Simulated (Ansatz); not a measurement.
## Worked example: Ge2HF (H-bridged), triplet against Ge2HF (H-bridged), singlet

Geometry (PBE0/def2-TZVP stationary point of a singlet), kept for both states (Ge2HF (H-bridged), singlet: A'; Ge2HF (H-bridged), triplet: A''):

```yaml
atoms:
  - { symbol: F, position_ang: [-0.0458, -1.4271, 0.0000] }
  - { symbol: Ge, position_ang: [0.0148, 0.1825, -1.1977] }
  - { symbol: Ge, position_ang: [0.0148, 0.1825, 1.1977] }
  - { symbol: H, position_ang: [-1.2672, 0.5962, 0.0000] }
```

Basis cc-pVDZ; Ansatz 0.2.0. Only valence electrons are correlated (noble-gas cores and the filled d shells of p-block atoms frozen). Prefix R: restricted or restricted open-shell reference. No spin–orbit coupling is included, and no scalar relativity.

Full CI isn't at hand for all of this; RCCSDT(Q) serves as the reference, and is uncertain by the last step of the cluster series or more.

| level | E(Ge2HF (H-bridged), singlet) (hartree) | E(Ge2HF (H-bridged), triplet) (hartree) |
| --- | --- | --- |
| RCCSD(T) | -4251.060204 | -4250.996961 |
| PBE | -4253.669260 | -4253.610246 |
| wB97M-V | -4254.134242 | -4254.071765 |
| RCCSDT(Q) | -4251.062721 | -4250.999140 |

Question: Give the vertical gap, Ge2HF (H-bridged) triplet less Ge2HF (H-bridged) singlet, at each level in eV (1 hartree = 27.2114 eV), and each error against RCCSDT(Q).

Answer: RCCSDT(Q): (-4250.999140 − (-4251.062721)) × 27.2114 = 1.730 eV (the reference)
wB97M-V: (-4254.071765 − (-4254.134242)) × 27.2114 = 1.700 eV, error -0.030 eV
PBE: (-4253.610246 − (-4253.669260)) × 27.2114 = 1.606 eV, error -0.124 eV
RCCSD(T): (-4250.996961 − (-4251.060204)) × 27.2114 = 1.721 eV, error -0.009 eV

Total energies of functionals can't be set beside those of wave-function methods, since they hold the core's correlation and their own absolute errors; only the differences compare.

In so small a basis the reference is far from its limit while semilocal and hybrid functionals are nearer theirs, so the functionals' errors here hold much of the reference's basis and frozen-core error, which can add to them or hide them.

Each level lands on the state that its own search finds. T1 diagnostics of restricted CCSD: 0.022 and 0.031.
